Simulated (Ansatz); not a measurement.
# SiCF (sextet): the correlation ladder, def2-TZVPP

The task here is to estimate one member of a computed series from the others.

Computed with Ansatz 0.2.0, Gaussian basis. Level: def2-TZVPP, core rule «outside noble gas», up to 7 orbitals frozen.

Plan: UHF; ROHF; CCSD(T) on UHF.

### The system

The geometry is a PBE0/def2-TZVP stationary point (not a proven minimum) of the parent state, kept for this charge and spin.

3 atoms, charge 0, spin multiplicity 6.

Atoms are counted from 1 here; the program's logs count them from 0.

Bond lengths: F1–C2 1.299 Å, C2–Si3 1.895 Å. Angles: F1–C2–Si3 122.9°.

The first run:

in.yaml reads:

```yaml
crystal:
  periodic: [false, false, false]
  atoms:
    - {symbol: F, position_ang: [0.000000, -0.229980, 1.548266]}
    - {symbol: C, position_ang: [0.000000, 0.558036, 0.515839]}
    - {symbol: Si, position_ang: [0.000000, -0.083073, -1.267920]}
basis:
  gaussian: {orbitals: def2-TZVPP}
magnetization: {spin_polarized: true, initial_magnetization: 5}
hamiltonian: {xc: hf}
output: {orbitals: {seedname: orbitals}}
```

On the command line:

```bash
ansatz run in.yaml --threads 1 --pin off --events-out ev --progress --plain --max-ram 4096MiB --backend cpu
```

Steps of the session up to this table: UHF; ROHF; CCSD(T) on UHF.

One of the session's tables, all rows but one given; the rest of the session is left out.

It belongs to the step «Misses and costs». 

| method | from UCCSD(T) (kJ/mol) |
| --- | --- |
| ROHF | +1128.7 |
| UHF | +1113.2 |
| UMP2 | +94.6 |
| UCCSD | ? |
| UCCSD(T) | 0 |

Q: Estimate the row for UCCSD from the others.

As computed: from UCCSD(T) (kJ/mol): +38.4. In the column «from UCCSD(T) (kJ/mol)» it lies between UCCSD(T) (0) and UMP2 (+94.6).
